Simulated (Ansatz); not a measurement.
Input file:

```yaml
crystal:
  periodic: [false, false, false]
  atoms:
    - {symbol: Ge, position_ang: [-1.101123, 0.016507, 0.000000]}
    - {symbol: H, position_ang: [-1.612573, 1.463106, 0.000001]}
    - {symbol: H, position_ang: [-1.612573, -0.706793, 1.252791]}
    - {symbol: H, position_ang: [-1.612573, -0.706793, -1.252792]}
    - {symbol: H, position_ang: [1.054877, 0.016507, 0.000000]}
    - {symbol: Si, position_ang: [2.742877, 0.016507, 0.000000]}
    - {symbol: H, position_ang: [3.355057, -0.857778, 1.090012]}
    - {symbol: H, position_ang: [3.355057, -0.857777, -1.090013]}
basis:
  gaussian: {orbitals: 6-31G, point_charges: [{charge: -0.50, position_ang: [7.741, 0.121, 0.626]}]}
magnetization: {spin_polarized: true, initial_magnetization: 0}
hamiltonian: {xc: hf}
output: {forces: true, orbitals: {seedname: orbitals}}
```

```sh
$ ansatz run in.yaml --threads 1 --pin off --events-out ev --progress --plain --max-ram 2393MiB
```

Log:

```
585 factors; integrals over basis functions are off by at most 4.2e-4 eV
mean field evaluation 1: about -64414.8380 eV, gradient 7.4e0 eV
mean field evaluation 2: about -64414.8411 eV, gradient 7.4e0 eV
mean field evaluation 4: about -64415.4541 eV, gradient 1.4e0 eV
mean field evaluation 8: about -64415.4655 eV, gradient 6.4e-3 eV
mean field evaluation 16: about -64416.2587 eV, gradient 1.0e-2 eV
mean field evaluation 32: about -64414.6340 eV, gradient 3.0e0 eV
mean field -64416.25869141 eV, -2367.2538440008 hartree, gradient 3.3e-5 eV, S^2 0.873013; 3 other end points of the search recorded, 0 dependent functions left out
the calculation of the forces begins
reference -64416.25869141 eV, -2367.2538440008 hartree; 26, 26 occupied and 28, 28 virtual orbitals, 585 factors
Total energy: -64416.25869141 eV, -2367.2538440008 hartree
Atom 0 at    -1.101123     0.016507     0.000000 Å, force    -0.077196    -0.133908     0.005599 eV/Å
Atom 1 at    -1.612573     1.463106     0.000001 Å, force     0.038452     0.137245    -0.001112 eV/Å
Atom 2 at    -1.612573    -0.706793     1.252791 Å, force    -0.013090    -0.058578     0.110952 eV/Å
Atom 3 at    -1.612573    -0.706793    -1.252792 Å, force    -0.014011    -0.059314    -0.114461 eV/Å
Atom 4 at     1.054877     0.016507     0.000000 Å, force     0.982598     0.101028    -0.007246 eV/Å
Atom 5 at     2.742877     0.016507     0.000000 Å, force     0.090467    -1.021256     0.037251 eV/Å
Atom 6 at     3.355057    -0.857778     1.090012 Å, force    -0.500482     0.520265     0.359970 eV/Å
Atom 7 at     3.355057    -0.857777    -1.090013 Å, force    -0.485884     0.504937    -0.386467 eV/Å
Dipole moment:     0.179820     0.104681     0.010326 e Å
```

Forces (eV/Å):
```
Ge  -0.077 -0.134  0.006
H    0.038  0.137 -0.001
H   -0.013 -0.059  0.111
H   -0.014 -0.059 -0.114
H    0.983  0.101 -0.007
Si   0.090 -1.021  0.037
H   -0.500  0.520  0.360
H   -0.486  0.505 -0.386
```

Ran on 1 thread of Intel Xeon Platinum 8375C, shared host: 2.5 s wall, 0.13 GiB peak host memory.
